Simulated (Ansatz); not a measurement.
# H₂O+ (doublet): wB97M-V, HSE06, B2PLYP over a scan of the angle H2–O1–H3, cc-pVDZ

Aim: run H₂O+ (doublet) with these functionals over a scan of the angle H2–O1–H3, and hold them against the top wave-function level at the same points.

Computed with Ansatz 0.2.0, Gaussian basis. Level: cc-pVDZ, all electrons in the functionals, frozen cores in the correlation of double hybrids and RPA.

To be run: wB97M-V, HSE06, B2PLYP, at 70.7°; 87.0°; 103.1°; 109.8°; 118.9°; 137.1°; 157.6°; 180.0°.

11 further runs of the same task are left out: 3 for a mislabelled method, 5 that didn't finish, 3 set aside as unsound or not needed.

### 1 What is computed

The geometry derives from a PBE0/def2-TZVP stationary point (not a proven minimum). One angle is set to the value named; bond lengths are kept.

3 atoms, charge 1, spin multiplicity 2.

Atoms are counted from 1 here; the program's logs count them from 0.

Bond lengths: O1–H2 1.004 Å, O1–H3 1.004 Å. Angles: H2–O1–H3 109.8°.

Geometry (Å):

```xyz
3
H2O
O     0.0000   -0.0646    0.0000
H     0.0000    0.5128   -0.8211
H     0.0000    0.5128    0.8211
```

No dispersion term is added; wB97M-V holds VV10 nonlocal correlation. HSE06 is the plane-wave form.

The geometry shown and the zero of energy belong to the point 109.8°. The yardstick, FCI, and other wave-function levels (R restricted, U unrestricted, valence and pair active spaces) come from earlier runs.

### 2 wB97M-V, 70.7°

in.yaml

```yaml
crystal:
  periodic: [false, false, false]
  atoms:
    - {symbol: O, position_ang: [0.000000, -0.091615, 0.000000]}
    - {symbol: H, position_ang: [0.000000, 0.727123, -0.580772]}
    - {symbol: H, position_ang: [0.000000, 0.727123, 0.580772]}
basis:
  gaussian: {orbitals: cc-pVDZ}
total_charge: 1
magnetization: {spin_polarized: true, initial_magnetization: 1}
hamiltonian: {xc: {name: wB97M-V}}
output: {forces: true, orbitals: {seedname: orbitals}}
```

Started as:

```
$ ansatz run in.yaml --threads 1 --pin off --events-out ev --progress --plain --max-ram 2393MiB
```

Output, shortened:

```text
Functional definition: wB97M-V
  name "wB97M-V"
  cite "Mardirossian & Head-Gordon, J. Chem. Phys. 144, 214110 (2016) doi:10.1063/1.4952647"
  cite "Becke, J. Chem. Phys. 107, 8554 (1997) doi:10.1063/1.475007"
  cite "Vydrov & Van Voorhis, J. Chem. Phys. 133, 244103 (2010) doi:10.1063/1.3521275"
  # Of w^i u^j: cxij and so on, Table III.
[...]
  gx(w, u) = 1 - cx + cx01*u + cx10*w
  gss(w, u) = css00 + css04*u^4 + css10*w + css20*w^2 + css43*w^4*u^3
  gos(w, u) = cos00 + cos10*w + (cos20 + cos21*u)*w^2 + (cos60 + cos61*u)*w^6
[...]
      + integral(e_c_pw_mod_opposite_spin*gos(b97_w_opposite, b97_u_opposite)) + vv10(b, c)
219 factors; integrals over basis functions are off by at most 1.0e-3 eV
65 factors; integrals over basis functions are off by at most 6.3e-6 eV
[...]
mean field -2065.52608498 eV, -75.9066835593 hartree, gradient 4.5e-5 eV, S^2 0.752661; 0 other end points of the search recorded, 0 dependent functions left out
[...]
reference -2065.52610038 eV, -75.9066841252 hartree; 5, 4 occupied and 19, 20 virtual orbitals, 219 factors
Total energy: -2065.52610038 eV, -75.9066841252 hartree
Atom 0 at     0.000000    -0.091615     0.000000 Å, force     0.000000     1.539465     0.000000 eV/Å
Atom 1 at     0.000000     0.727123    -0.580772 Å, force    -0.000000    -0.769732    -3.666650 eV/Å
Atom 2 at     0.000000     0.727123     0.580772 Å, force    -0.000000    -0.769732     3.666650 eV/Å
Dipole moment:    -0.000000     0.573693     0.000000 e Å
```

Run time: 1.3 s. Hardware: 1 thread of Arm Neoverse V1, shared host.

From the report: ⟨S²⟩ of the determinant 0.753 (pure doublet: 0.75).

### 3 wB97M-V, 87.0°

in.yaml

```yaml
crystal:
  periodic: [false, false, false]
  atoms:
    - {symbol: O, position_ang: [0.000000, -0.081477, 0.000000]}
    - {symbol: H, position_ang: [0.000000, 0.646659, -0.690975]}
    - {symbol: H, position_ang: [0.000000, 0.646659, 0.690975]}
basis:
  gaussian: {orbitals: cc-pVDZ}
total_charge: 1
magnetization: {spin_polarized: true, initial_magnetization: 1}
hamiltonian: {xc: {name: wB97M-V}}
output: {orbitals: {seedname: orbitals}}
```

Same command.

Output, shortened:

```text
Functional definition: wB97M-V
  name "wB97M-V"
  cite "Mardirossian & Head-Gordon, J. Chem. Phys. 144, 214110 (2016) doi:10.1063/1.4952647"
  cite "Becke, J. Chem. Phys. 107, 8554 (1997) doi:10.1063/1.475007"
  cite "Vydrov & Van Voorhis, J. Chem. Phys. 133, 244103 (2010) doi:10.1063/1.3521275"
  # Of w^i u^j: cxij and so on, Table III.
[...]
  gx(w, u) = 1 - cx + cx01*u + cx10*w
  gss(w, u) = css00 + css04*u^4 + css10*w + css20*w^2 + css43*w^4*u^3
  gos(w, u) = cos00 + cos10*w + (cos20 + cos21*u)*w^2 + (cos60 + cos61*u)*w^6
[...]
      + integral(e_c_pw_mod_opposite_spin*gos(b97_w_opposite, b97_u_opposite)) + vv10(b, c)
218 factors; integrals over basis functions are off by at most 1.2e-3 eV
65 factors; integrals over basis functions are off by at most 7.9e-6 eV
[...]
mean field -2066.24811323 eV, -75.9332176080 hartree, gradient 3.5e-5 eV, S^2 0.752724; 0 other end points of the search recorded, 0 dependent functions left out
reference -2066.24812845 eV, -75.9332181671 hartree; 5, 4 occupied and 19, 20 virtual orbitals, 218 factors
Total energy: -2066.24812845 eV, -75.9332181671 hartree
```

Run time: 1.1 s. Hardware: 1 thread of Arm Neoverse V1, shared host.

From the report: ⟨S²⟩ of the determinant 0.753 (pure doublet: 0.75).

### 4 wB97M-V, 103.1°

in.yaml

```yaml
crystal:
  periodic: [false, false, false]
  atoms:
    - {symbol: O, position_ang: [0.000000, -0.069847, 0.000000]}
    - {symbol: H, position_ang: [0.000000, 0.554352, -0.786132]}
    - {symbol: H, position_ang: [0.000000, 0.554352, 0.786132]}
basis:
  gaussian: {orbitals: cc-pVDZ}
total_charge: 1
magnetization: {spin_polarized: true, initial_magnetization: 1}
hamiltonian: {xc: {name: wB97M-V}}
output: {orbitals: {seedname: orbitals}}
```

Launched as before.

Output, shortened:

```text
Functional definition: wB97M-V
  name "wB97M-V"
  cite "Mardirossian & Head-Gordon, J. Chem. Phys. 144, 214110 (2016) doi:10.1063/1.4952647"
  cite "Becke, J. Chem. Phys. 107, 8554 (1997) doi:10.1063/1.475007"
  cite "Vydrov & Van Voorhis, J. Chem. Phys. 133, 244103 (2010) doi:10.1063/1.3521275"
  # Of w^i u^j: cxij and so on, Table III.
[...]
  gx(w, u) = 1 - cx + cx01*u + cx10*w
  gss(w, u) = css00 + css04*u^4 + css10*w + css20*w^2 + css43*w^4*u^3
  gos(w, u) = cos00 + cos10*w + (cos20 + cos21*u)*w^2 + (cos60 + cos61*u)*w^6
[...]
      + integral(e_c_pw_mod_opposite_spin*gos(b97_w_opposite, b97_u_opposite)) + vv10(b, c)
217 factors; integrals over basis functions are off by at most 1.2e-3 eV
65 factors; integrals over basis functions are off by at most 1.2e-5 eV
[...]
mean field -2066.52635505 eV, -75.9434428062 hartree, gradient 3.5e-5 eV, S^2 0.752710; 0 other end points of the search recorded, 0 dependent functions left out
reference -2066.52637006 eV, -75.9434433577 hartree; 5, 4 occupied and 19, 20 virtual orbitals, 217 factors
Total energy: -2066.52637006 eV, -75.9434433577 hartree
```

It took 1.1 s on 1 thread of Arm Neoverse V1, shared host.

From the report: ⟨S²⟩ of the determinant 0.753 (pure doublet: 0.75).

### 5 wB97M-V, 109.8°

in.yaml

```yaml
crystal:
  periodic: [false, false, false]
  atoms:
    - {symbol: O, position_ang: [0.000000, -0.064607, 0.000000]}
    - {symbol: H, position_ang: [0.000000, 0.512764, -0.821140]}
    - {symbol: H, position_ang: [0.000000, 0.512764, 0.821140]}
basis:
  gaussian: {orbitals: cc-pVDZ}
total_charge: 1
magnetization: {spin_polarized: true, initial_magnetization: 1}
hamiltonian: {xc: {name: wB97M-V}}
output: {forces: true, orbitals: {seedname: orbitals}}
```

Same command.

Output, shortened:

```text
Functional definition: wB97M-V
  name "wB97M-V"
  cite "Mardirossian & Head-Gordon, J. Chem. Phys. 144, 214110 (2016) doi:10.1063/1.4952647"
  cite "Becke, J. Chem. Phys. 107, 8554 (1997) doi:10.1063/1.475007"
  cite "Vydrov & Van Voorhis, J. Chem. Phys. 133, 244103 (2010) doi:10.1063/1.3521275"
  # Of w^i u^j: cxij and so on, Table III.
[...]
  gx(w, u) = 1 - cx + cx01*u + cx10*w
  gss(w, u) = css00 + css04*u^4 + css10*w + css20*w^2 + css43*w^4*u^3
  gos(w, u) = cos00 + cos10*w + (cos20 + cos21*u)*w^2 + (cos60 + cos61*u)*w^6
[...]
      + integral(e_c_pw_mod_opposite_spin*gos(b97_w_opposite, b97_u_opposite)) + vv10(b, c)
217 factors; integrals over basis functions are off by at most 1.3e-3 eV
65 factors; integrals over basis functions are off by at most 1.3e-5 eV
[...]
mean field -2066.54009435 eV, -75.9439477161 hartree, gradient 3.6e-5 eV, S^2 0.752698; 0 other end points of the search recorded, 0 dependent functions left out
[...]
reference -2066.54010927 eV, -75.9439482645 hartree; 5, 4 occupied and 19, 20 virtual orbitals, 217 factors
Total energy: -2066.54010927 eV, -75.9439482645 hartree
Atom 0 at     0.000000    -0.064607     0.000000 Å, force    -0.000000    -0.388688     0.000000 eV/Å
Atom 1 at     0.000000     0.512764    -0.821140 Å, force    -0.000000     0.194344    -0.108498 eV/Å
Atom 2 at     0.000000     0.512764     0.821140 Å, force     0.000000     0.194344     0.108498 eV/Å
Dipole moment:    -0.000000     0.453654    -0.000000 e Å
```

Wall time 1.3 s (1 thread of Arm Neoverse V1, shared host).

From the report: ⟨S²⟩ of the determinant 0.753 (pure doublet: 0.75).

### 6 wB97M-V, 118.9°

in.yaml

```yaml
crystal:
  periodic: [false, false, false]
  atoms:
    - {symbol: O, position_ang: [0.000000, -0.057093, 0.000000]}
    - {symbol: H, position_ang: [0.000000, 0.453132, -0.864464]}
    - {symbol: H, position_ang: [0.000000, 0.453132, 0.864464]}
basis:
  gaussian: {orbitals: cc-pVDZ}
total_charge: 1
magnetization: {spin_polarized: true, initial_magnetization: 1}
hamiltonian: {xc: {name: wB97M-V}}
output: {orbitals: {seedname: orbitals}}
```

The command is unchanged.

Output, shortened:

```text
Functional definition: wB97M-V
  name "wB97M-V"
  cite "Mardirossian & Head-Gordon, J. Chem. Phys. 144, 214110 (2016) doi:10.1063/1.4952647"
  cite "Becke, J. Chem. Phys. 107, 8554 (1997) doi:10.1063/1.475007"
  cite "Vydrov & Van Voorhis, J. Chem. Phys. 133, 244103 (2010) doi:10.1063/1.3521275"
  # Of w^i u^j: cxij and so on, Table III.
[...]
  gx(w, u) = 1 - cx + cx01*u + cx10*w
  gss(w, u) = css00 + css04*u^4 + css10*w + css20*w^2 + css43*w^4*u^3
  gos(w, u) = cos00 + cos10*w + (cos20 + cos21*u)*w^2 + (cos60 + cos61*u)*w^6
[...]
      + integral(e_c_pw_mod_opposite_spin*gos(b97_w_opposite, b97_u_opposite)) + vv10(b, c)
215 factors; integrals over basis functions are off by at most 1.3e-3 eV
65 factors; integrals over basis functions are off by at most 1.6e-5 eV
[...]
mean field -2066.48434911 eV, -75.9418991164 hartree, gradient 3.8e-5 eV, S^2 0.752680; 1 other end points of the search recorded, 0 dependent functions left out
reference -2066.48436394 eV, -75.9418996612 hartree; 5, 4 occupied and 19, 20 virtual orbitals, 215 factors
Total energy: -2066.48436394 eV, -75.9418996612 hartree
```

Run time: 1.1 s. Hardware: 1 thread of Arm Neoverse V1, shared host.

From the report: ⟨S²⟩ of the determinant 0.753 (pure doublet: 0.75).

From 109.8°: +0.056 eV.

### 7 wB97M-V, 137.1°

in.yaml

```yaml
crystal:
  periodic: [false, false, false]
  atoms:
    - {symbol: O, position_ang: [0.000000, -0.041076, 0.000000]}
    - {symbol: H, position_ang: [0.000000, 0.326005, -0.934280]}
    - {symbol: H, position_ang: [0.000000, 0.326005, 0.934280]}
basis:
  gaussian: {orbitals: cc-pVDZ}
total_charge: 1
magnetization: {spin_polarized: true, initial_magnetization: 1}
hamiltonian: {xc: {name: wB97M-V}}
output: {orbitals: {seedname: orbitals}}
```

Launched as before.

Output, shortened:

```text
Functional definition: wB97M-V
  name "wB97M-V"
  cite "Mardirossian & Head-Gordon, J. Chem. Phys. 144, 214110 (2016) doi:10.1063/1.4952647"
  cite "Becke, J. Chem. Phys. 107, 8554 (1997) doi:10.1063/1.475007"
  cite "Vydrov & Van Voorhis, J. Chem. Phys. 133, 244103 (2010) doi:10.1063/1.3521275"
  # Of w^i u^j: cxij and so on, Table III.
[...]
  gx(w, u) = 1 - cx + cx01*u + cx10*w
  gss(w, u) = css00 + css04*u^4 + css10*w + css20*w^2 + css43*w^4*u^3
  gos(w, u) = cos00 + cos10*w + (cos20 + cos21*u)*w^2 + (cos60 + cos61*u)*w^6
[...]
      + integral(e_c_pw_mod_opposite_spin*gos(b97_w_opposite, b97_u_opposite)) + vv10(b, c)
215 factors; integrals over basis functions are off by at most 1.4e-3 eV
65 factors; integrals over basis functions are off by at most 2.1e-5 eV
[...]
mean field -2066.20153820 eV, -75.9315060072 hartree, gradient 4.2e-5 eV, S^2 0.752635; 1 other end points of the search recorded, 0 dependent functions left out
reference -2066.20155298 eV, -75.9315065501 hartree; 5, 4 occupied and 19, 20 virtual orbitals, 215 factors
Total energy: -2066.20155298 eV, -75.9315065501 hartree
```

It took 1.1 s on 1 thread of Arm Neoverse V1, shared host.

From the report: ⟨S²⟩ of the determinant 0.753 (pure doublet: 0.75).

From 109.8°: +0.339 eV.

### 8 wB97M-V, 157.6°

in.yaml

```yaml
crystal:
  periodic: [false, false, false]
  atoms:
    - {symbol: O, position_ang: [0.000000, -0.021817, 0.000000]}
    - {symbol: H, position_ang: [0.000000, 0.173157, -0.984689]}
    - {symbol: H, position_ang: [0.000000, 0.173157, 0.984689]}
basis:
  gaussian: {orbitals: cc-pVDZ}
total_charge: 1
magnetization: {spin_polarized: true, initial_magnetization: 1}
hamiltonian: {xc: {name: wB97M-V}}
output: {orbitals: {seedname: orbitals}}
```

The command is unchanged.

Output, shortened:

```text
Functional definition: wB97M-V
  name "wB97M-V"
  cite "Mardirossian & Head-Gordon, J. Chem. Phys. 144, 214110 (2016) doi:10.1063/1.4952647"
  cite "Becke, J. Chem. Phys. 107, 8554 (1997) doi:10.1063/1.475007"
  cite "Vydrov & Van Voorhis, J. Chem. Phys. 133, 244103 (2010) doi:10.1063/1.3521275"
  # Of w^i u^j: cxij and so on, Table III.
[...]
  gx(w, u) = 1 - cx + cx01*u + cx10*w
  gss(w, u) = css00 + css04*u^4 + css10*w + css20*w^2 + css43*w^4*u^3
  gos(w, u) = cos00 + cos10*w + (cos20 + cos21*u)*w^2 + (cos60 + cos61*u)*w^6
[...]
      + integral(e_c_pw_mod_opposite_spin*gos(b97_w_opposite, b97_u_opposite)) + vv10(b, c)
215 factors; integrals over basis functions are off by at most 1.5e-3 eV
65 factors; integrals over basis functions are off by at most 4.0e-5 eV
[...]
mean field -2065.81544116 eV, -75.9173172026 hartree, gradient 9.9e-6 eV, S^2 0.752551; 1 other end points of the search recorded, 0 dependent functions left out
reference -2065.81545610 eV, -75.9173177517 hartree; 5, 4 occupied and 19, 20 virtual orbitals, 215 factors
Total energy: -2065.81545610 eV, -75.9173177517 hartree
```

Run time: 1.6 s. Hardware: 1 thread of Arm Neoverse V1, shared host.

From the report: ⟨S²⟩ of the determinant 0.753 (pure doublet: 0.75).

From 109.8°: +0.725 eV.

### 9 wB97M-V, 180.0°

in.yaml

```yaml
crystal:
  periodic: [false, false, false]
  atoms:
    - {symbol: O, position_ang: [0.000000, 0.000000, 0.000000]}
    - {symbol: H, position_ang: [0.000000, 0.000000, -1.003807]}
    - {symbol: H, position_ang: [0.000000, 0.000000, 1.003807]}
basis:
  gaussian: {orbitals: cc-pVDZ}
total_charge: 1
magnetization: {spin_polarized: true, initial_magnetization: 1}
hamiltonian: {xc: {name: wB97M-V}}
output: {orbitals: {seedname: orbitals}}
```

Launched as before.

Output, shortened:

```text
Functional definition: wB97M-V
  name "wB97M-V"
  cite "Mardirossian & Head-Gordon, J. Chem. Phys. 144, 214110 (2016) doi:10.1063/1.4952647"
  cite "Becke, J. Chem. Phys. 107, 8554 (1997) doi:10.1063/1.475007"
  cite "Vydrov & Van Voorhis, J. Chem. Phys. 133, 244103 (2010) doi:10.1063/1.3521275"
  # Of w^i u^j: cxij and so on, Table III.
[...]
  gx(w, u) = 1 - cx + cx01*u + cx10*w
  gss(w, u) = css00 + css04*u^4 + css10*w + css20*w^2 + css43*w^4*u^3
  gos(w, u) = cos00 + cos10*w + (cos20 + cos21*u)*w^2 + (cos60 + cos61*u)*w^6
[...]
      + integral(e_c_pw_mod_opposite_spin*gos(b97_w_opposite, b97_u_opposite)) + vv10(b, c)
215 factors; integrals over basis functions are off by at most 1.4e-3 eV
65 factors; integrals over basis functions are off by at most 9.6e-5 eV
[...]
mean field -2065.61936307 eV, -75.9101114656 hartree, gradient 2.2e-5 eV, S^2 0.752488; 0 other end points of the search recorded, 0 dependent functions left out
reference -2065.61937811 eV, -75.9101120186 hartree; 5, 4 occupied and 19, 20 virtual orbitals, 215 factors
Total energy: -2065.61937811 eV, -75.9101120186 hartree
```

Run time: 1.1 s. Hardware: 1 thread of Arm Neoverse V1, shared host.

From the report: ⟨S²⟩ of the determinant 0.752 (pure doublet: 0.75).

From 109.8°: +0.921 eV.

### 10 HSE06, 70.7°

in.yaml

```yaml
crystal:
  periodic: [false, false, false]
  atoms:
    - {symbol: O, position_ang: [0.000000, -0.091615, 0.000000]}
    - {symbol: H, position_ang: [0.000000, 0.727123, -0.580772]}
    - {symbol: H, position_ang: [0.000000, 0.727123, 0.580772]}
basis:
  gaussian: {orbitals: cc-pVDZ}
total_charge: 1
magnetization: {spin_polarized: true, initial_magnetization: 1}
hamiltonian: {xc: {name: HSE06}}
```

The command is unchanged.

Output, shortened:

```text
Functional definition: HSE06
  name "HSE06"
  cite "Heyd, Scuseria & Ernzerhof, J. Chem. Phys. 118, 8207 (2003) doi:10.1063/1.1564060"
  cite "Krukau, Vydrov, Izmaylov & Scuseria, J. Chem. Phys. 125, 224106 (2006) doi:10.1063/1.2404663"
  cite "Heyd & Scuseria, J. Chem. Phys. 120, 7274 (2004) doi:10.1063/1.1668634"
  cite "Ernzerhof & Perdew, J. Chem. Phys. 109, 3313 (1998) doi:10.1063/1.476928"
  cite "Perdew, Burke & Ernzerhof, Phys. Rev. Lett. 77, 3865 (1996) doi:10.1103/PhysRevLett.77.3865"
  parent pbe
[...]
  # The whole range is PBE's own exchange, as in plane waves. The composition of these papers is wPBEh.
[...]
219 factors; integrals over basis functions are off by at most 1.0e-3 eV
24 factors; integrals over basis functions are off by at most 1.8e-6 eV
[...]
mean field -2064.10144664 eV, -75.8543290660 hartree, gradient 1.8e-5 eV, S^2 0.752703; 0 other end points of the search recorded, 0 dependent functions left out
reference -2064.10145992 eV, -75.8543295537 hartree; 5, 4 occupied and 19, 20 virtual orbitals, 219 factors
Total energy: -2064.10145992 eV, -75.8543295537 hartree
```

It took 0.45 s on 1 thread of Arm Neoverse V1, shared host.

From the report: ⟨S²⟩ of the determinant 0.753 (pure doublet: 0.75).

### 11 HSE06, 87.0°

in.yaml

```yaml
crystal:
  periodic: [false, false, false]
  atoms:
    - {symbol: O, position_ang: [0.000000, -0.081477, 0.000000]}
    - {symbol: H, position_ang: [0.000000, 0.646659, -0.690975]}
    - {symbol: H, position_ang: [0.000000, 0.646659, 0.690975]}
basis:
  gaussian: {orbitals: cc-pVDZ}
total_charge: 1
magnetization: {spin_polarized: true, initial_magnetization: 1}
hamiltonian: {xc: {name: HSE06}}
```

The command is unchanged.

Output, shortened:

```text
Functional definition: HSE06
  name "HSE06"
  cite "Heyd, Scuseria & Ernzerhof, J. Chem. Phys. 118, 8207 (2003) doi:10.1063/1.1564060"
  cite "Krukau, Vydrov, Izmaylov & Scuseria, J. Chem. Phys. 125, 224106 (2006) doi:10.1063/1.2404663"
  cite "Heyd & Scuseria, J. Chem. Phys. 120, 7274 (2004) doi:10.1063/1.1668634"
  cite "Ernzerhof & Perdew, J. Chem. Phys. 109, 3313 (1998) doi:10.1063/1.476928"
  cite "Perdew, Burke & Ernzerhof, Phys. Rev. Lett. 77, 3865 (1996) doi:10.1103/PhysRevLett.77.3865"
  parent pbe
[...]
  # The whole range is PBE's own exchange, as in plane waves. The composition of these papers is wPBEh.
[...]
218 factors; integrals over basis functions are off by at most 1.2e-3 eV
24 factors; integrals over basis functions are off by at most 1.9e-6 eV
[...]
mean field -2064.82483941 eV, -75.8809132599 hartree, gradient 1.1e-5 eV, S^2 0.752755; 0 other end points of the search recorded, 0 dependent functions left out
reference -2064.82485311 eV, -75.8809137631 hartree; 5, 4 occupied and 19, 20 virtual orbitals, 218 factors
Total energy: -2064.82485311 eV, -75.8809137631 hartree
```

It took 0.45 s on 1 thread of Arm Neoverse V1, shared host.

From the report: ⟨S²⟩ of the determinant 0.753 (pure doublet: 0.75).

### 12 HSE06, 103.1°

in.yaml

```yaml
crystal:
  periodic: [false, false, false]
  atoms:
    - {symbol: O, position_ang: [0.000000, -0.069847, 0.000000]}
    - {symbol: H, position_ang: [0.000000, 0.554352, -0.786132]}
    - {symbol: H, position_ang: [0.000000, 0.554352, 0.786132]}
basis:
  gaussian: {orbitals: cc-pVDZ}
total_charge: 1
magnetization: {spin_polarized: true, initial_magnetization: 1}
hamiltonian: {xc: {name: HSE06}}
```

The command is unchanged.

Output, shortened:

```text
Functional definition: HSE06
  name "HSE06"
  cite "Heyd, Scuseria & Ernzerhof, J. Chem. Phys. 118, 8207 (2003) doi:10.1063/1.1564060"
  cite "Krukau, Vydrov, Izmaylov & Scuseria, J. Chem. Phys. 125, 224106 (2006) doi:10.1063/1.2404663"
  cite "Heyd & Scuseria, J. Chem. Phys. 120, 7274 (2004) doi:10.1063/1.1668634"
  cite "Ernzerhof & Perdew, J. Chem. Phys. 109, 3313 (1998) doi:10.1063/1.476928"
  cite "Perdew, Burke & Ernzerhof, Phys. Rev. Lett. 77, 3865 (1996) doi:10.1103/PhysRevLett.77.3865"
  parent pbe
[...]
  # The whole range is PBE's own exchange, as in plane waves. The composition of these papers is wPBEh.
[...]
217 factors; integrals over basis functions are off by at most 1.2e-3 eV
24 factors; integrals over basis functions are off by at most 1.9e-6 eV
[...]
mean field -2065.10279943 eV, -75.8911281023 hartree, gradient 8.0e-6 eV, S^2 0.752753; 0 other end points of the search recorded, 0 dependent functions left out
reference -2065.10281314 eV, -75.8911286058 hartree; 5, 4 occupied and 19, 20 virtual orbitals, 217 factors
Total energy: -2065.10281314 eV, -75.8911286058 hartree
```

Run time: 0.45 s. Hardware: 1 thread of Arm Neoverse V1, shared host.

From the report: ⟨S²⟩ of the determinant 0.753 (pure doublet: 0.75).

[end of part 1 of 2]
